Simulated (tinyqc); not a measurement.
Inside a calculation (part 1 of 2). Method: CCSD on RHF in the sto-6g basis, for H2F+, spin multiplicity 1. Computed by tinyqc, a small Python program that keeps every step (integrals from PySCF). Settings: charge = 1, multiplicity = 1, basis = sto-6g, method = RHF, energy threshold = 1e-10, iteration cap = 87, orthogonalisation = symmetric, start = Wolfsberg-Helmholz matrix, DIIS depth = 6, amplitude equations = CCSD, DIIS depth for amplitudes = 6, cap on updates = 67. Command: `OMP_NUM_THREADS=1 python tinyqc.py 29015 29016 out.jsonl` (the two numbers bound the seeds that draw the settings). One thread of a shared host (Intel(R) Xeon(R) Processor @ 2.60GHz), about 0.3 s of CPU time with the checks. The early iterations of the SCF are left out here.

## One-electron integrals

Geometry (angstrom):
```
atom,x,y,z
F,0.000000,0.000000,0.000000
H,0.000000,0.859000,0.455000
H,0.000000,-0.874000,0.463000
```

Basis sto-6g: exponents (1/bohr^2) and contraction coefficients of normalised primitives:
```
element,l (shell),exponent,coefficient
F,s (1),1728.626574,0.009164
F,s (1),316.941790,0.049361
F,s (1),88.668891,0.168538
F,s (1),30.460157,0.370563
F,s (1),11.828570,0.416492
F,s (1),4.871659,0.130334
F,s (2),67.032281,-0.013253
F,s (2),13.267438,-0.046992
F,s (2),4.123510,-0.033785
F,s (2),1.586463,0.250242
F,s (2),0.689002,0.595117
F,s (2),0.315820,0.240706
F,p (3),67.032281,0.003760
F,p (3),13.267438,0.037679
F,p (3),4.123510,0.173897
F,p (3),1.586463,0.418036
F,p (3),0.689002,0.425860
F,p (3),0.315820,0.101708
H,s (1),35.523221,0.009164
H,s (1),6.513144,0.049361
H,s (1),1.822143,0.168538
H,s (1),0.625955,0.370563
H,s (1),0.243077,0.416492
H,s (1),0.100112,0.130334
```

Overlap, kinetic and nuclear-attraction integrals over the contracted functions; the nuclear repulsion is the sum of Za Zb / Rab.

nuclear repulsion = 10.02008359 hartree

overlap S:
```
,1F 1s,1F 2s,1F 2px,1F 2py,1F 2pz,2H 1s,3H 1s
1F 1s,1.000000,0.232479,0.000000,0.000000,0.000000,0.044613,0.042898
1F 2s,0.232479,1.000000,0.000000,0.000000,0.000000,0.415740,0.404997
1F 2px,0.000000,0.000000,1.000000,0.000000,0.000000,0.000000,0.000000
1F 2py,0.000000,0.000000,0.000000,1.000000,0.000000,0.290447,-0.285000
1F 2pz,0.000000,0.000000,0.000000,0.000000,1.000000,0.153846,0.150978
2H 1s,0.044613,0.415740,0.000000,0.290447,0.153846,1.000000,0.181951
3H 1s,0.042898,0.404997,0.000000,-0.285000,0.150978,0.181951,1.000000
```

kinetic energy T (hartree):
```
,1F 1s,1F 2s,1F 2px,1F 2py,1F 2pz,2H 1s,3H 1s
1F 1s,37.397730,-1.143349,0.000000,0.000000,0.000000,-0.002747,-0.003188
1F 2s,-1.143349,1.082297,0.000000,0.000000,0.000000,0.099964,0.092272
1F 2px,0.000000,0.000000,3.251325,0.000000,0.000000,0.000000,0.000000
1F 2py,0.000000,0.000000,0.000000,3.251325,0.000000,0.201659,-0.190930
1F 2pz,0.000000,0.000000,0.000000,0.000000,3.251325,0.106816,0.101145
2H 1s,-0.002747,0.099964,0.000000,0.201659,0.106816,0.768522,-0.005733
3H 1s,-0.003188,0.092272,0.000000,-0.190930,0.101145,-0.005733,0.768522
```

nuclear attraction V (hartree):
```
,1F 1s,1F 2s,1F 2px,1F 2py,1F 2pz,2H 1s,3H 1s
1F 1s,-78.901867,-8.116651,0.000000,-0.000427,-0.013042,-1.785253,-1.716030
1F 2s,-8.116651,-12.549272,0.000000,-0.004441,-0.149729,-3.986798,-3.864221
1F 2px,0.000000,0.000000,-12.482227,0.000000,0.000000,0.000000,0.000000
1F 2py,-0.000427,-0.004441,0.000000,-12.638081,-0.001807,-2.441725,2.378565
1F 2pz,-0.013042,-0.149729,0.000000,-0.001807,-12.525959,-1.333453,-1.299817
2H 1s,-1.785253,-3.986798,0.000000,-2.441725,-1.333453,-6.275207,-1.307355
3H 1s,-1.716030,-3.864221,0.000000,2.378565,-1.299817,-1.307355,-6.204734
```

core Hamiltonian H = T + V (hartree):
```
,1F 1s,1F 2s,1F 2px,1F 2py,1F 2pz,2H 1s,3H 1s
1F 1s,-41.504137,-9.260000,0.000000,-0.000427,-0.013042,-1.788000,-1.719218
1F 2s,-9.260000,-11.466975,0.000000,-0.004441,-0.149729,-3.886834,-3.771950
1F 2px,0.000000,0.000000,-9.230901,0.000000,0.000000,0.000000,0.000000
1F 2py,-0.000427,-0.004441,0.000000,-9.386756,-0.001807,-2.240066,2.187635
1F 2pz,-0.013042,-0.149729,0.000000,-0.001807,-9.274634,-1.226637,-1.198672
2H 1s,-1.788000,-3.886834,0.000000,-2.240066,-1.226637,-5.506685,-1.313088
3H 1s,-1.719218,-3.771950,0.000000,2.187635,-1.198672,-1.313088,-5.436212
```

## Two-electron integrals

Functions are numbered as in S; the eight-fold symmetry (ij|kl) = (ji|kl) = (kl|ij) leaves the list below.

Two-electron integrals (ij|kl) in chemists' order, unique and non-zero (hartree):
```
i,j,k,l,(ij|kl)
1,1,1,1,5.406240
2,1,1,1,0.768129
2,1,2,1,0.138909
2,2,1,1,1.266271
2,2,2,1,0.283987
2,2,2,2,0.926367
3,1,3,1,0.029452
3,2,3,1,0.044681
3,2,3,2,0.204753
3,3,1,1,1.266273
3,3,2,1,0.283987
3,3,2,2,0.926366
3,3,3,3,0.998085
4,1,4,1,0.029452
4,2,4,1,0.044681
4,2,4,2,0.204753
4,3,4,3,0.053789
4,4,1,1,1.266273
4,4,2,1,0.283987
4,4,2,2,0.926366
4,4,3,3,0.890506
4,4,4,4,0.998085
5,1,5,1,0.029452
5,2,5,1,0.044681
5,2,5,2,0.204753
5,3,5,3,0.053789
5,4,5,4,0.053789
5,5,1,1,1.266273
5,5,2,1,0.283987
5,5,2,2,0.926366
5,5,3,3,0.890506
5,5,4,4,0.890506
5,5,5,5,0.998085
6,1,1,1,0.157277
6,1,2,1,0.027257
6,1,2,2,0.054485
6,1,3,3,0.054391
6,1,4,1,0.001044
6,1,4,2,0.002037
6,1,4,4,0.054611
6,1,5,1,0.000553
6,1,5,2,0.001079
6,1,5,4,0.000116
6,1,5,5,0.054453
6,1,6,1,0.005438
6,2,1,1,0.383540
6,2,2,1,0.087240
6,2,2,2,0.315714
6,2,3,3,0.311313
6,2,4,1,0.005566
6,2,4,2,0.041284
6,2,4,4,0.321624
6,2,5,1,0.002948
6,2,5,2,0.021867
6,2,5,4,0.005461
6,2,5,5,0.314206
6,2,6,1,0.017108
6,2,6,2,0.130960
6,3,3,1,0.009873
6,3,3,2,0.055897
6,3,4,3,0.008688
6,3,5,3,0.004602
6,3,6,3,0.019609
6,4,1,1,0.224472
6,4,2,1,0.051797
6,4,2,2,0.200426
6,4,3,3,0.191793
6,4,4,1,0.012804
6,4,4,2,0.081003
6,4,4,4,0.215825
6,4,5,1,0.001552
6,4,5,2,0.013299
6,4,5,4,0.008128
6,4,5,5,0.193660
6,4,6,1,0.010620
6,4,6,2,0.102043
6,4,6,4,0.098667
6,5,1,1,0.118900
6,5,2,1,0.027436
6,5,2,2,0.106163
6,5,3,3,0.101590
6,5,4,1,0.001552
6,5,4,2,0.013299
6,5,4,4,0.105115
6,5,5,1,0.010696
6,5,5,2,0.062941
6,5,5,4,0.010556
6,5,5,5,0.111783
6,5,6,1,0.005625
6,5,6,2,0.054051
6,5,6,4,0.041876
6,5,6,5,0.041790
6,6,1,1,0.525094
6,6,2,1,0.121681
6,6,2,2,0.504977
6,6,3,3,0.487571
6,6,4,1,0.010221
6,6,4,2,0.104456
6,6,4,4,0.528347
6,6,5,1,0.005414
6,6,5,2,0.055329
6,6,5,4,0.021598
6,6,5,5,0.499012
6,6,6,1,0.024066
6,6,6,2,0.264980
6,6,6,4,0.239654
6,6,6,5,0.126942
6,6,6,6,0.774999
7,1,1,1,0.151191
7,1,2,1,0.026204
7,1,2,2,0.052388
7,1,3,3,0.052298
7,1,4,1,-0.001004
7,1,4,2,-0.001960
7,1,4,4,0.052509
7,1,5,1,0.000532
7,1,5,2,0.001038
7,1,5,4,-0.000112
7,1,5,5,0.052357
7,1,6,1,0.005151
7,1,6,2,0.015905
7,1,6,4,0.009010
7,1,6,5,0.005229
7,1,6,6,0.022086
7,1,7,1,0.005026
7,2,1,1,0.371741
7,2,2,1,0.084571
7,2,2,2,0.306439
7,2,3,3,0.302150
7,2,4,1,-0.005401
7,2,4,2,-0.040215
7,2,4,4,0.312197
7,2,5,1,0.002861
7,2,5,2,0.021304
7,2,5,4,-0.005322
7,2,5,5,0.304970
7,2,6,1,0.016035
7,2,6,2,0.102646
7,2,6,4,0.054966
7,2,6,5,0.041022
7,2,6,6,0.168397
7,2,7,1,0.015947
7,2,7,2,0.123835
7,3,3,1,0.009531
7,3,3,2,0.054098
7,3,4,3,-0.008448
7,3,5,3,0.004475
7,3,6,3,0.014812
7,3,7,3,0.018456
7,4,1,1,-0.218902
7,4,2,1,-0.050517
7,4,2,2,-0.195715
7,4,3,3,-0.187315
7,4,4,1,0.012381
7,4,4,2,0.078623
7,4,4,4,-0.210695
7,4,5,1,-0.001510
7,4,5,2,-0.012992
7,4,5,4,0.007910
7,4,5,5,-0.189135
7,4,6,1,-0.009144
7,4,6,2,-0.055454
7,4,6,4,-0.015292
7,4,6,5,-0.021686
7,4,6,6,-0.081698
7,4,7,1,-0.009955
7,4,7,2,-0.097077
7,4,7,4,0.094092
7,5,1,1,0.115963
7,5,2,1,0.026761
7,5,2,2,0.103680
7,5,3,3,0.099230
7,5,4,1,-0.001510
7,5,4,2,-0.012992
7,5,4,4,0.102665
7,5,5,1,0.010331
7,5,5,2,0.060980
7,5,5,4,-0.010268
7,5,5,5,0.109145
7,5,6,1,0.005302
7,5,6,2,0.041201
7,5,6,4,0.021611
7,5,6,5,0.031063
7,5,6,6,0.074572
7,5,7,1,0.005274
7,5,7,2,0.051426
7,5,7,4,-0.040068
7,5,7,5,0.039682
7,6,1,1,0.120713
7,6,2,1,0.027720
7,6,2,2,0.108436
7,6,3,3,0.106735
7,6,4,1,-0.000011
7,6,4,2,-0.000121
7,6,4,4,0.109077
7,6,5,1,0.001546
7,6,5,2,0.013576
7,6,5,4,-0.000022
7,6,5,5,0.109495
7,6,6,1,0.005362
7,6,6,2,0.043779
7,6,6,4,0.029675
7,6,6,5,0.020636
7,6,6,6,0.091098
7,6,7,1,0.005157
7,6,7,2,0.042702
7,6,7,4,-0.029243
7,6,7,5,0.020233
7,6,7,6,0.017808
7,7,1,1,0.517305
7,7,2,1,0.119900
7,7,2,2,0.498559
7,7,3,3,0.481463
7,7,4,1,-0.009984
7,7,4,2,-0.102717
7,7,4,4,0.521511
7,7,5,1,0.005289
7,7,5,2,0.054414
7,7,5,4,-0.021215
7,7,5,5,0.492702
7,7,6,1,0.022637
7,7,6,2,0.171416
7,7,6,4,0.082467
7,7,6,5,0.075536
7,7,6,6,0.302619
7,7,7,1,0.022797
7,7,7,2,0.256126
7,7,7,4,-0.233011
7,7,7,5,0.123437
7,7,7,6,0.091098
7,7,7,7,0.774999
```

## Orthogonalisation

S = U s U^T; symmetric (Loewdin) form X = U s^(-1/2) U^T, so that X^T S X = 1.

eigenvalues of S: 0.435101  0.492676  0.913859  1.000000  1.067540  1.325907  1.764917

X:
```
,1F 1s,1F 2s,1F 2px,1F 2py,1F 2pz,2H 1s,3H 1s
1F 1s,1.022696,-0.134539,0.000000,-0.000237,-0.005144,0.017845,0.017382
1F 2s,-0.134539,1.173436,0.000000,0.003347,0.055432,-0.240165,-0.230099
1F 2px,0.000000,0.000000,1.000000,0.000000,0.000000,0.000000,0.000000
1F 2py,-0.000237,0.003347,0.000000,1.086235,0.001055,-0.194762,0.189751
1F 2pz,-0.005144,0.055432,0.000000,0.001055,1.020173,-0.087342,-0.084397
2H 1s,0.017845,-0.240165,0.000000,-0.194762,-0.087342,1.140540,-0.071214
3H 1s,0.017382,-0.230099,0.000000,0.189751,-0.084397,-0.071214,1.132721
```

## Starting guess

The start is the generalised Wolfsberg-Helmholz matrix (K = 1.75) built on H; D = 2 C_occ C_occ^T.

D at the start:
```
,1F 1s,1F 2s,1F 2px,1F 2py,1F 2pz,2H 1s,3H 1s
1F 1s,2.065969,-0.273197,0.000000,0.002998,0.068547,-0.133744,-0.129259
1F 2s,-0.273197,1.246996,0.000000,-0.011965,-0.259015,0.361433,0.350802
1F 2px,0.000000,0.000000,2.000000,0.000000,0.000000,0.000000,0.000000
1F 2py,0.002998,-0.011965,0.000000,1.509126,-0.003107,0.325697,-0.326759
1F 2pz,0.068547,-0.259015,0.000000,-0.003107,1.924322,0.086546,0.084154
2H 1s,-0.133744,0.361433,0.000000,0.325697,0.086546,0.192282,0.046179
3H 1s,-0.129259,0.350802,0.000000,-0.326759,0.084154,0.046179,0.182390
```

## Iteration 7 (converged): orbitals

converged F (hartree):
```
,1F 1s,1F 2s,1F 2px,1F 2py,1F 2pz,2H 1s,3H 1s
1F 1s,-26.935946,-6.525991,0.000000,-0.000455,-0.021369,-1.260880,-1.212598
1F 2s,-6.525991,-3.503683,0.000000,-0.004125,-0.105739,-1.251491,-1.215780
1F 2px,0.000000,0.000000,-1.042479,0.000000,0.000000,0.000000,0.000000
1F 2py,-0.000455,-0.004125,0.000000,-1.015731,-0.002290,-0.579534,0.569158
1F 2pz,-0.021369,-0.105739,0.000000,-0.002290,-1.020586,-0.361690,-0.356051
2H 1s,-1.260880,-1.251491,0.000000,-0.579534,-0.361690,-0.881195,-0.361721
3H 1s,-1.212598,-1.215780,0.000000,0.569158,-0.356051,-0.361721,-0.858462
```

Diagonalise F' = X^T F X, C = X C', fill 5 alpha and 5 beta electrons from the bottom; D = 2 C_occ C_occ^T. Each column has its largest component positive (the first on a tie).

F' = X^T F X (hartree):
```
,1,2,3,4,5,6,7
1,-26.518060,-3.209477,0.000000,-0.000477,-0.031924,-0.198815,-0.186414
2,-3.209477,-2.180149,0.000000,0.002481,0.034956,-0.521480,-0.503641
3,0.000000,0.000000,-1.042479,0.000000,0.000000,0.000000,0.000000
4,-0.000477,0.002481,0.000000,-0.756215,0.000260,-0.470173,0.461695
5,-0.031924,0.034956,0.000000,0.000260,-0.952766,-0.248618,-0.243620
6,-0.198815,-0.521480,0.000000,-0.470173,-0.248618,-0.361085,-0.080061
7,-0.186414,-0.503641,0.000000,0.461695,-0.243620,-0.080061,-0.364295
```

orbital energies (hartree): MO1 -26.939213, MO2 -2.062942, MO3 -1.219589, MO4 -1.065237, MO5 -1.042479, MO6 -0.026782, MO7 0.181192

coefficients C:
```
,MO1,MO2,MO3,MO4,MO5,MO6,MO7
1F 1s,0.997050,-0.237550,0.002149,0.055562,0.000000,0.104843,-0.005574
1F 2s,0.013391,0.945989,-0.012112,-0.300656,0.000000,-0.722014,0.042910
1F 2px,0.000000,0.000000,0.000000,0.000000,1.000000,0.000000,0.000000
1F 2py,0.000065,0.003710,0.732069,-0.008629,0.000000,0.031581,0.846667
1F 2pz,0.001631,0.098042,0.009046,0.907771,0.000000,-0.473651,0.022690
2H 1s,-0.002664,0.083011,0.335858,0.177113,0.000000,0.737004,-0.845706
3H 1s,-0.002551,0.079731,-0.332142,0.185027,0.000000,0.798900,0.771587
```

D after iteration 7:
```
,1F 1s,1F 2s,1F 2px,1F 2py,1F 2pz,2H 1s,3H 1s
1F 1s,2.107262,-0.456199,0.000000,0.000554,0.057585,-0.023625,-0.023834
1F 2s,-0.456199,1.971231,0.000000,-0.005524,-0.360536,0.042347,0.047568
1F 2px,0.000000,0.000000,2.000000,0.000000,0.000000,0.000000,0.000000
1F 2py,0.000554,-0.005524,0.000000,1.072027,-0.001694,0.489302,-0.488904
1F 2pz,0.057585,-0.360536,0.000000,-0.001694,1.667491,0.343902,0.345540
2H 1s,-0.023625,0.042347,0.000000,0.489302,0.343902,0.302136,-0.144314
3H 1s,-0.023834,0.047568,0.000000,-0.488904,0.345540,-0.144314,0.301834
```

## Convergence

Stop when the energy changes by less than 1e-10 hartree and every element of the error matrix X^T (F D S - S D F) X is below 3e-06.

Course of the cycle:
```
iteration,E (hartree),change,largest element of the error matrix
1,-99.53644376,-,6.14e-01
2,-99.76589643,-2.29e-01,1.07e-01
3,-99.78321594,-1.73e-02,2.47e-02
4,-99.78401704,-8.01e-04,3.75e-03
5,-99.78404898,-3.19e-05,1.14e-03
6,-99.78405231,-3.32e-06,4.72e-06
7,-99.78405231,-2.25e-11,8.16e-07
```

PySCF RHF in the same basis = -99.78405231 hartree

Converged in 7 iterations.

## Populations, bond orders and dipole

Mulliken: Z minus the diagonal of D S on the atom; Loewdin: the same with S^(1/2) D S^(1/2); Mayer order: 2 sum_s sum (D(s) S)_ij (D(s) S)_ji over the two atoms.

Charges (e):
```
atom,Mulliken,Loewdin
1F,-0.027222,0.141795
2H,0.512547,0.426023
3H,0.514675,0.432182
```

Mayer bond orders:
```
pair,order
2-1,0.711655
3-1,0.709469
3-2,0.025641
```

dipole moment about the origin, x y z (debye): 0.000000  -0.050811  2.614778

## Integrals over molecular orbitals

(pq|rs) = sum C_ip C_jq C_kr C_ls (ij|kl), one index at a time.

one-electron integrals over orbitals h = C^T H C (hartree):
```
,1,2,3,4,5,6,7
1,-41.490338,0.704112,-0.006394,-0.156910,0.000000,-0.314537,0.016928
2,0.704112,-9.730966,0.007770,0.303549,0.000000,1.427233,-0.080917
3,-0.006394,0.007770,-8.125075,-0.015722,0.000000,-0.095035,-2.202185
4,-0.156910,0.303549,-0.015722,-8.897397,0.000000,1.180890,-0.020412
5,0.000000,0.000000,0.000000,0.000000,-9.230901,0.000000,0.000000
6,-0.314537,1.427233,-0.095035,1.180890,0.000000,-5.536617,-0.010402
7,0.016928,-0.080917,-2.202185,-0.020412,0.000000,-0.010402,-6.111970
```

Two-electron integrals over orbitals (pq|rs), unique and non-zero (hartree):
```
p,q,r,s,(pq|rs)
1,1,1,1,5.380779
2,1,1,1,-0.516281
2,1,2,1,0.080259
2,2,1,1,1.221369
2,2,2,1,-0.020906
2,2,2,2,0.860963
3,1,1,1,0.004828
3,1,2,1,-0.000631
3,1,2,2,0.000565
3,1,3,1,0.017375
3,2,1,1,-0.002611
3,2,2,1,0.000329
3,2,2,2,0.001326
3,2,3,1,0.025425
3,2,3,2,0.159408
3,3,1,1,0.984845
3,3,2,1,-0.007562
3,3,2,2,0.758857
3,3,3,1,-0.000250
3,3,3,2,-0.001420
3,3,3,3,0.738621
4,1,1,1,0.123137
4,1,2,1,-0.016366
4,1,2,2,0.013184
4,1,3,1,0.000241
4,1,3,2,0.000017
4,1,3,3,0.004205
4,1,4,1,0.030032
4,2,1,1,-0.084015
4,2,2,1,0.007859
4,2,2,2,0.005799
4,2,3,1,0.000007
4,2,3,2,0.000227
4,2,3,3,-0.004012
4,2,4,1,0.031886
4,2,4,2,0.164575
4,3,1,1,0.003333
4,3,2,1,-0.000140
4,3,2,2,0.001360
4,3,3,1,-0.003223
4,3,3,2,0.006329
4,3,3,3,0.001275
4,3,4,1,-0.000324
4,3,4,2,-0.001656
4,3,4,3,0.046118
4,4,1,1,1.192018
4,4,2,1,-0.014240
4,4,2,2,0.833696
4,4,3,1,0.000051
4,4,3,2,-0.001705
4,4,3,3,0.723192
4,4,4,1,-0.011141
4,4,4,2,-0.086375
4,4,4,3,0.002184
4,4,4,4,0.925719
5,1,5,1,0.030401
5,2,5,1,0.039048
5,2,5,2,0.182113
5,3,5,1,-0.000343
5,3,5,2,-0.001212
5,3,5,3,0.038165
5,4,5,1,-0.008673
5,4,5,2,-0.031074
5,4,5,3,0.000408
5,4,5,4,0.055055
5,5,1,1,1.265974
5,5,2,1,-0.013481
5,5,2,2,0.882785
5,5,3,1,0.000122
5,5,3,2,-0.001272
5,5,3,3,0.747072
5,5,4,1,0.003049
5,5,4,2,-0.044016
5,5,4,3,0.001876
5,5,4,4,0.852205
5,5,5,5,0.998085
6,1,1,1,0.242163
6,1,2,1,-0.039307
6,1,2,2,0.006436
6,1,3,1,0.000928
6,1,3,2,0.000755
6,1,3,3,0.002613
6,1,4,1,-0.003251
6,1,4,2,-0.017414
6,1,4,3,0.000081
6,1,4,4,0.012304
6,1,5,5,0.005875
6,1,6,1,0.024051
6,2,1,1,-0.310880
6,2,2,1,0.009330
6,2,2,2,-0.147670
6,2,3,1,0.000485
6,2,3,2,0.003162
6,2,3,3,-0.089608
6,2,4,1,-0.016250
6,2,4,2,-0.036992
6,2,4,3,-0.000873
6,2,4,4,-0.118762
6,2,5,5,-0.156609
6,2,6,1,0.001546
6,2,6,2,0.075753
6,3,1,1,0.018140
6,3,2,1,-0.000383
6,3,2,2,0.009627
6,3,3,1,-0.003873
6,3,3,2,0.031639
6,3,3,3,0.007530
6,3,4,1,0.000036
6,3,4,2,-0.002086
6,3,4,3,0.016965
6,3,4,4,0.008441
6,3,5,5,0.010108
6,3,6,1,0.000058
6,3,6,2,-0.003864
6,3,6,3,0.073316
6,4,1,1,-0.225283
6,4,2,1,0.001987
6,4,2,2,-0.122024
6,4,3,1,-0.000325
6,4,3,2,-0.002138
6,4,3,3,-0.070082
6,4,4,1,-0.008397
6,4,4,2,-0.008089
6,4,4,3,-0.000360
6,4,4,4,-0.128859
6,4,5,5,-0.122932
6,4,6,1,0.002468
6,4,6,2,0.058393
6,4,6,3,-0.005431
6,4,6,4,0.058285
6,5,5,1,-0.014979
6,5,5,2,-0.056399
6,5,5,3,0.001396
6,5,5,4,-0.005331
6,5,6,5,0.026895
6,6,1,1,0.687218
6,6,2,1,-0.006002
6,6,2,2,0.566313
6,6,3,1,-0.000678
6,6,3,2,-0.007801
6,6,3,3,0.555255
6,6,4,1,0.015584
6,6,4,2,0.065108
6,6,4,3,-0.004097
6,6,4,4,0.532222
6,6,5,5,0.543059
6,6,6,1,-0.003203
6,6,6,2,-0.047150
6,6,6,3,-0.006900
6,6,6,4,-0.024668
6,6,6,6,0.542422
7,1,1,1,-0.013141
7,1,2,1,0.002223
7,1,2,2,-0.000098
7,1,3,1,0.018084
7,1,3,2,0.025266
7,1,3,3,-0.000503
7,1,4,1,-0.000129
7,1,4,2,0.000523
7,1,4,3,-0.003487
7,1,4,4,-0.000521
7,1,5,5,-0.000309
7,1,6,1,-0.000532
7,1,6,2,0.000694
7,1,6,3,-0.003819
7,1,6,4,-0.000337
7,1,6,6,-0.000781
7,1,7,1,0.018949
7,2,1,1,0.017912
7,2,2,1,-0.000467
7,2,2,2,0.008714
7,2,3,1,0.017632
7,2,3,2,0.064837
7,2,3,3,0.003801
7,2,4,1,0.000526
7,2,4,2,0.000292
7,2,4,3,-0.020878
7,2,4,4,0.007400
7,2,5,5,0.008767
7,2,6,1,0.000698
7,2,6,2,-0.001707
7,2,6,3,-0.027394
7,2,6,4,-0.003199
7,2,6,6,0.002766
7,2,7,1,0.017629
7,2,7,2,0.056867
7,3,1,1,0.431136
7,3,2,1,-0.008288
7,3,2,2,0.208460
7,3,3,1,0.000041
7,3,3,2,-0.003509
7,3,3,3,0.161914
7,3,4,1,-0.001214
7,3,4,2,-0.051451
7,3,4,3,0.000472
7,3,4,4,0.210977
7,3,5,5,0.230585
7,3,6,1,0.005073
7,3,6,2,-0.075988
7,3,6,3,0.003189
7,3,6,4,-0.070595
7,3,6,6,0.018904
7,3,7,1,-0.000265
7,3,7,2,0.005239
7,3,7,3,0.158867
7,4,1,1,0.004050
7,4,2,1,-0.000006
7,4,2,2,0.001739
7,4,3,1,-0.007051
7,4,3,2,-0.051838
7,4,3,3,0.001542
7,4,4,1,0.000556
7,4,4,2,0.001844
7,4,4,3,0.013381
7,4,4,4,0.002134
7,4,5,5,0.002041
7,4,6,1,-0.000501
7,4,6,2,-0.002376
7,4,6,3,-0.037708
7,4,6,4,0.000629
7,4,6,6,0.005597
7,4,7,1,-0.007261
7,4,7,2,-0.011732
7,4,7,3,0.003151
7,4,7,4,0.043445
7,5,5,1,0.000794
7,5,5,2,0.002999
7,5,5,3,0.025742
7,5,5,4,-0.000170
7,5,6,5,-0.000486
7,5,7,5,0.020660
7,6,1,1,0.002033
7,6,2,1,-0.000056
7,6,2,2,-0.000787
7,6,3,1,-0.010935
7,6,3,2,-0.101797
7,6,3,3,0.001476
7,6,4,1,-0.000511
7,6,4,2,-0.001782
7,6,4,3,-0.041041
7,6,4,4,0.002199
7,6,5,5,0.000826
7,6,6,1,-0.000173
7,6,6,2,0.000026
7,6,6,3,-0.089230
7,6,6,4,0.003879
7,6,6,6,0.014066
7,6,7,1,-0.011046
7,6,7,2,0.003389
7,6,7,3,0.005980
7,6,7,4,0.053872
7,6,7,6,0.164912
7,7,1,1,0.825309
7,7,2,1,-0.008123
7,7,2,2,0.625142
7,7,3,1,0.001167
7,7,3,2,0.009331
7,7,3,3,0.625204
7,7,4,1,0.002761
7,7,4,2,0.004177
7,7,4,3,0.003408
7,7,4,4,0.606181
7,7,5,5,0.614138
7,7,6,1,0.003298
7,7,6,2,-0.050241
7,7,6,3,0.011020
7,7,6,4,-0.029895
7,7,6,6,0.538194
7,7,7,1,0.000913
7,7,7,2,0.002936
7,7,7,3,0.079720
7,7,7,4,-0.004474
7,7,7,6,-0.012637
7,7,7,7,0.587609
```

## CCSD: starting amplitudes

t_ij^ab = <ij||ab> / (e_i + e_j - e_a - e_b), whose energy is MP2.

Starting amplitudes (spin orbitals 1a, 1b, ...; amplitudes related by a flip of all spins are not repeated; the 24 largest):
```
from,to,t
3a 3b,7a 7b,-0.056706
3a 3b,6a 6b,-0.030733
3a 4b,6b 7a,-0.028942
4a 4b,6a 6b,-0.028063
2a 3b,6a 7b,0.022109
2a 4b,6a 6b,-0.018992
2a 2b,6a 6b,-0.018602
4a 4b,7a 7b,-0.017428
3a 4b,6a 7b,0.015459
2a 3a,6a 7a,0.014139
3a 4a,6a 7a,-0.013483
5a 5b,6a 6b,-0.013240
2a 2b,7a 7b,-0.012670
5a 5b,7a 7b,-0.008442
2a 3b,6b 7a,-0.007970
2a 4b,7a 7b,0.003361
3a 4b,6a 6b,0.002434
2a 3b,7a 7b,-0.001437
3a 3b,6a 7b,-0.001229
2a 3b,6a 6b,0.001197
3a 4b,7a 7b,-0.001190
2a 4b,6b 7a,-0.000974
2a 4b,6a 7b,0.000724
1a 2b,7a 7b,-0.000600
```

correlation energy = -0.03005116 hartree

## CCSD: amplitude update 1

t_i^a D_i^a and t_ij^ab D_ij^ab are set to the remaining terms of the spin-orbital equations, evaluated with the old amplitudes; for the doubles these are <ij||ab> + 1/2 <ab||ef> t_ij^ef + 1/2 <mn||ij> t_mn^ab + P(ij)P(ab) <mb||ej> t_im^ae + terms in t^2 + terms with t1, D the orbital-energy denominators.

Amplitudes after update 1 (spin orbitals 1a, 1b, ...; amplitudes related by a flip of all spins are not repeated; the 24 largest):
```
from,to,t
3a 3b,7a 7b,-0.070140
3a 3b,6a 6b,-0.038824
3a 4b,6b 7a,-0.035770
4a 4b,6a 6b,-0.033171
2a 3b,6a 7b,0.027192
2a 4b,6a 6b,-0.024238
3a 4b,6a 7b,0.021771
4a 4b,7a 7b,-0.020282
2a 2b,6a 6b,-0.019133
2a 3a,6a 7a,0.014940
3a 4a,6a 7a,-0.014000
5a 5b,6a 6b,-0.013792
2a 2b,7a 7b,-0.013018
2a 3b,6b 7a,-0.012252
4a,6a,0.011816
3a,7a,-0.008804
5a 5b,7a 7b,-0.008033
2a,6a,0.003914
3a 4b,6a 6b,0.003177
2a 4b,7a 7b,0.002690
2a 3b,7a 7b,-0.001883
2a 3b,6a 6b,0.001555
3a 4b,7a 7b,-0.001546
3a 3b,6a 7b,-0.001472
```

correlation energy = -0.03638124 hartree
